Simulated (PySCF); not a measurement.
A side-by-side comparison of computed properties.

First species: cyanoacetylene, C3HN.
SMILES: `C#CC#N`

Second species: C2H5Cl2NSi2.
SMILES with atom numbers: `[N:1]#[C:2][SiH2:3][SiH2:4][CH:5]([Cl:6])[Cl:7]` (hydrogens: H8, H9 on Si3; H10, H11 on Si4; H12 on C5)

Levels: CAM-B3LYP/def2-SVPD for dipole moment, HOMO energy, LUMO energy, HOMO–LUMO gap, static isotropic polarisability and electronic spatial extent ⟨r²⟩ about the centre of nuclear charge; TDDFT CAM-B3LYP/def2-SVPD for lowest singlet excitation; TDA CAM-B3LYP/def2-SVPD for lowest triplet excitation (Tamm–Dancoff); GFN2-xTB for smallest rotational constant. Geometries: GFN2-xTB. Each structure is a single optimised conformer of the isolated species, non-relativistic unless stated; the electronic structure was computed with PySCF and density fitting.

The conformers computed, where there is a choice (atom-mapped SMILES and torsion angles):
- `[N:1]#[C:2][SiH2:3][SiH2:4][CH:5]([Cl:6])[Cl:7]`: C2–Si3–Si4–C5 -94°, Si3–Si4–C5–Cl6 -62°

```json
{"property": "dipole moment", "column X": "4.28 D", "column Y": "3.90 D"}
{"property": "HOMO energy", "column X": "-9.91 eV", "column Y": "-10.39 eV"}
{"property": "LUMO energy", "column X": "-0.29 eV", "column Y": "-0.48 eV"}
{"property": "HOMO–LUMO gap", "column X": "9.62 eV", "column Y": "9.91 eV"}
{"property": "lowest singlet excitation", "column X": "6.42 eV", "column Y": "5.27 eV"}
{"property": "lowest triplet excitation (Tamm–Dancoff)", "column X": "5.84 eV", "column Y": "4.27 eV"}
{"property": "static isotropic polarisability", "column X": "107.0 au", "column Y": "38.5 au"}
{"property": "electronic spatial extent ⟨r²⟩ about the centre of nuclear charge", "column X": "1781 bohr²", "column Y": "260 bohr²"}
{"property": "smallest rotational constant", "column X": "0.644 GHz", "column Y": "4.614 GHz"}
```

Question: Which column belongs to which species?

Answer: Column X is the second species and column Y the first. The first has 5 atoms and 26 electrons, the second 12 and 86.

Question: How does each property change from the first species to the second?

Answer: dipole moment +0.38 D; HOMO energy +0.48 eV; LUMO energy +0.19 eV; HOMO–LUMO gap -0.29 eV; lowest singlet excitation +1.15 eV; lowest triplet excitation (Tamm–Dancoff) +1.57 eV; static isotropic polarisability +68.5 au; electronic spatial extent ⟨r²⟩ about the centre of nuclear charge +1521 bohr²; smallest rotational constant -3.970 GHz.

On the first: The 8 singlets span 5.27 to 8.34 eV, and their oscillator strengths add up to 0.03. Point group C∞v permits a dipole; with 3.90 D the species has a pure rotational spectrum.

On the second: S1 lies 3.20 eV below the HOMO–LUMO gap; its leading configuration is HOMO→LUMO, weight 0.54.
